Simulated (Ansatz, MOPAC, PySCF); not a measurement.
Ligands exchanged one at a time, C H-Cl. All species are isolated molecules in the gas phase. Strings in code marks are SMILES.

Quantity: vertical ionisation energy (energy after one electron is removed minus that of the parent at the parent's geometry), in eV.

Level 1: frozen-core CCSD(T)/cc-pVQZ // B3LYP-D3(BJ)/def2-TZVP (Ansatz, an electronic-structure program)
Level 2: PBE-D3(BJ)/def2-TZVP // B3LYP-D3(BJ)/def2-TZVP (PySCF)
Level 3: minus the HOMO energy of PBE-D3(BJ)/def2-TZVP // B3LYP-D3(BJ)/def2-TZVP (PySCF)
Level 4: minus the HOMO energy of PM7 // B3LYP-D3(BJ)/def2-TZVP (MOPAC)

```tsv
species	level 2	level 3	level 4
`CCl`	11.09	6.99	10.97
`C`	13.95	9.44	13.70
```

Question: What does level 1 give for each?

Answer: 
- `CCl`: 11.40
- `C`: 14.39
